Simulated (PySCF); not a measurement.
These are PySCF with TPSS-D3(BJ)/def2-TZVP // TPSS-D3(BJ)/def2-SVP values and carry that method's errors. All species are isolated molecules in the gas phase. 

Reference species (SMILES): `[SH]` (neutral, multiplicity 2).

```json
{
 "dipole_moment": "0.87 D",
 "highest_occupied_spin_orbital": "-6.25 eV"
}
```

Changed species: `[OH]` (free radical OH; the reference has free radical SH).

Task: Predict the effect on the dipole moment and highest occupied spin orbital.

Result: the dipole moment increases by 0.86 D, to 1.73 D; the highest occupied spin orbital falls by 1.07 eV, to -7.32 eV.
